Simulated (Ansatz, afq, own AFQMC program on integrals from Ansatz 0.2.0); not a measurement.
CHO, doublet in cc-pVDZ, levels against CCSDT(Q)

```yaml
atoms:
  - { symbol: O, position_ang: [0.0000, -0.1067, 0.5392] }
  - { symbol: C, position_ang: [0.0000, 0.0813, -0.8077] }
  - { symbol: H, position_ang: [0.0000, 0.7248, 1.0661] }
```

Connectivity, by distances: OH–C.

Basis cc-pVDZ. Noble-gas cores (and the filled d shells of Ga–Kr and In–Xe) are frozen. AFQMC by an in-house program on the Cholesky factors that Ansatz 0.2.0 writes for its CCSD(T) run. The CISD trial takes its coefficients from CCSD amplitudes. Released means that phaseless walkers are propagated on without the constraint, phases kept. Free projection: walkers drawn from exp(T), propagated without any constraint. Its projection time is finite, and what remains of the start isn't in its error. Error bars are statistical, one sigma.

Determinant: ROHF, the one that the program's search chose, which needn't be the lowest solution. The geometry is a point of a scan.

No full CI on the walks' own integrals is used here; CCSDT(Q) serves as the reference and is uncertain by about the last step of the cluster series.

Cautions: the ph-AFQMC/CISD walk drifts between its halves (2.2 errors).

The T1 diagnostic is 0.0257. The weight of the determinant in the CISD state is 0.890. The size of the correlated space is 11 electrons in 31 orbitals.

| level | correlation energy (eV) |
| --- | --- |
| MP2 | -7.6477 |
| CCSD | -8.2061 |
| CCSD(T) | -8.4528 |

Task: Estimate where phaseless AFQMC with the Hartree–Fock trial lies against CCSD(T) on the same integrals.

Result: 8.2 ± 6.2 kJ/mol above CCSD(T). The gap is under twice the noise, so this walk alone can't tell the two apart.

Reference: CCSDT(Q), correlation energy -8.494 eV. The released energy is read at 2.40 1/Eh (meV from the phaseless value at times in 1/Eh: -28 ± 21 at 0.24, -42 ± 16 at 0.51, -50 ± 16 at 0.99, -56 ± 18 at 1.62, -7 ± 26 at 2.40).

| level | E − E(reference) (kJ/mol) | share of correlation (%) |
| --- | --- | --- |
| CCSD(T) | 3.9 | 99.52 |
| CCSDT | 1.9 | 99.76 |
| ph-AFQMC/HF | 12.2 ± 6.2 | 98.51 |
| ph-AFQMC/CISD | 3.2 ± 1.6 | 99.61 |
| released AFQMC | 2.5 ± 2.5 | 99.69 |
| free AFQMC | -1.9 ± 2.3 | 100.23 |

Free projections are given only where their last times agree within the noise and don't stop above the reference; a slow remainder of the start can still hide under it. A walk keeps the symmetry of its determinant, which the program's search chose and which needn't be the lowest solution, so a lower state of the same spin and another symmetry isn't excluded. Released energies are given only where the last usable release times agree within the noise; a slower fall can still hide under it.
